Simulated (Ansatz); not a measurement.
A calculation with Ansatz (development build ahead of 0.2.0).

```yaml
crystal:
  periodic: [false, false, false]
  atoms:
    - { symbol: "N", position_ang: [0.0, 0.0, 0.0] }
    - { symbol: B, position_ang: [0.0, 0.0, 4.368] }
    - { symbol: O, position_ang: [0.0, 3.6242, -0.9711] }
basis:
  gaussian: { orbitals: pcseg-2 }
total_charge: -1
magnetization:
  initial_magnetization: 1
hamiltonian:
  xc: pbe0
```

The input is written out in the form of the current development build from the run's settings.

Output:

| Property | Result |
| --- | --- |
| Converged | yes |
| Total energy | -154.07383 hartree |
| Spin squared of the determinant | 0.750 |
| Stability test | minimum among restricted orbitals |

Caution: stretched shape with no unrestricted run beside it, a lower state can exist; no diffuse functions for an anion; charge can spread falsely over distant fragments.
